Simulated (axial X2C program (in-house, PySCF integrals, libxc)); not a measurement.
# Potential curves of MgP⁻, 2c

All values were computed with an in-house relativistic program for diatomic molecules. Two-component (2c) means X2C with spin–orbit coupling and atomic mean-field two-electron Coulomb and Gaunt terms. Basis: P dyall-av3z [9s8p3d2f], Mg dyall-av3z [10s9p6d4f] (cores contracted in-house); Gaussian nuclei, density fitting, unrestricted open shells. Masses: P 30.974 u, Mg 23.985 u.

State: Ω = 2 (⟨Sz⟩ = 1.00, ⟨Lz⟩ = 1.00 at B3LYP). Energies in cm⁻¹ from the fragments at the same level (P- + Mg). Fits are polynomials in 1 − R0/R over 0.85 to 1.23 times the lowest point R0.

```tsv
R (Å)	B3LYP	PBE0	CCSD
2.0950	-5651	-7457	
2.1913	-8065	-9800	-7860
2.2635	-9115	-10785	-8971
2.3358	-9682	-11282	-9594
2.4080	-9888	-11411	-9854
2.4923	-9795	-11223	-9819
2.5766	-9460	-10792	-9536
2.6849	-8814	-10023	-8962
2.8174	-7874	-8939	
3.0100	-6493	-7367
```

Correlated methods: 8 electrons correlated (number of frozen shells: P 2 s, 1 p; Mg 2 s, 1 p), 276 virtual spin orbitals or spinors in MP2, 90 natural virtuals in coupled cluster.

Occupations by symmetry block were frozen at the best pattern of an incomplete PBE0 search. De is counted from the lowest determinant-based energies of the atoms at the same level, without counterpoise correction. Density functionals use the spin component along the axis (collinear). CCSD ran in a truncated set of natural virtual spinors with an MP2 remainder; without triples it tends to underbind. In 2c an atomic determinant is not the ground J level, so De misses part of the atomic spin–orbit lowering. This holds for B3LYP, PBE0, CCSD. Other states lie close and PBE0, whose exact exchange favours high spin, may order them wrongly; the determinant shown need not be the ground state. The nearest other spin-free determinant of the search, M_S = 0, Λ = 1, lies 0.08 eV up at the distance of the search. Without a current term, density functionals place determinants with orbital angular momentum somewhat too high. With several unpaired electrons one determinant need not be a pure state. A state of lower Ω lies just above, and one determinant can place such states too high, so the state shown need not be the lowest. The search has Ω = 1 only 0.08 eV up. Open-shell Ω = 0 determinants with evenly filled partner blocks cannot be reached by this program, so the Ω shown need not be the lowest component. The highest occupied level of some functionals is positive through self-interaction error; at Hartree–Fock it is bound. The determinant is spin-polarised beyond a pure state at some levels (its spin-free form has ⟨S²⟩ too high), which makes Re and μ there less reliable. Coupled cluster ran on the points near the minimum only. MP2 and coupled cluster on one determinant become unreliable at the stretched end.

Q: What are Re, ωe and De at the B3LYP level?

A: At B3LYP, 2c: Re = 2.424 Å, ωe ≈ 343 cm⁻¹, De = 1.23 eV to P- + Mg; Be follows as 0.212 cm⁻¹.

Q: Fit the PBE0 curve near its minimum: give the equilibrium distance, the harmonic wavenumber and the well depth.

A: At PBE0, 2c: Re = 2.402 Å, ωe ≈ 363 cm⁻¹, De = 1.41 eV to P- + Mg; Be follows as 0.216 cm⁻¹.

Q: What are Re, ωe and De at the CCSD level?

A: At CCSD, 2c: Re = 2.440 Å, ωe ≈ 335 cm⁻¹, De = 1.22 eV to P- + Mg; Be follows as 0.21 cm⁻¹.
